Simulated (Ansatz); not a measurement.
A made-up structure of C$_{2}$H$_{3}$S (charge -1), closed shell:

```xyz
6
angstrom
C -0.4659 0.2245 -0.5434
C 0.3816 -0.0843 0.4603
S 0.9728 -1.6227 0.9596
H -0.0653 -0.3066 1.3954
H -0.7469 1.2580 -0.7352
H 0.7471 0.7690 1.0429
```

It is relaxed with PBE-D4/def2-SVPD and then PBE0-D4/def2-TZVPD (Ansatz 0.2.0). Atoms count as bonded within 1.22 times the sum of their covalent radii (H–H: 0.88 Å). The end point is not checked to be a true minimum.

Question: Does its bonding change? (A judgement: the text doesn't fix the answer.)

Answer: The calculation gives: Yes. Formed: C1–H4; broken: C2–H4.

Where it ends: The first stage lowers the energy by 4.69 eV in 18 steps. It ends as C₂H₃S ([CH2][CH][S]), total charge -1:
C1  (-0.538, 0.259, 0.188)
C2  (0.711, -0.046, 0.598)
S3  (1.312, -1.507, 1.284)
H4  (-1.350, -0.460, 0.261)
H5  (-0.762, 1.238, -0.230)
H6  (1.450, 0.754, 0.478)
(Å)

Labels in which every atom is bracketed show which atoms are joined, not bond orders.

For scale, one of the runs: PBE0-D4/def2-TZVPD relaxation, 147 basis functions, launched by `ansatz run in.yaml --threads 2 --pin off --events-out ev --progress --plain --max-ram 4352MiB`. Hardware: 2 CPU threads of an Arm Neoverse V1, shared host. Wall time about 18 s.
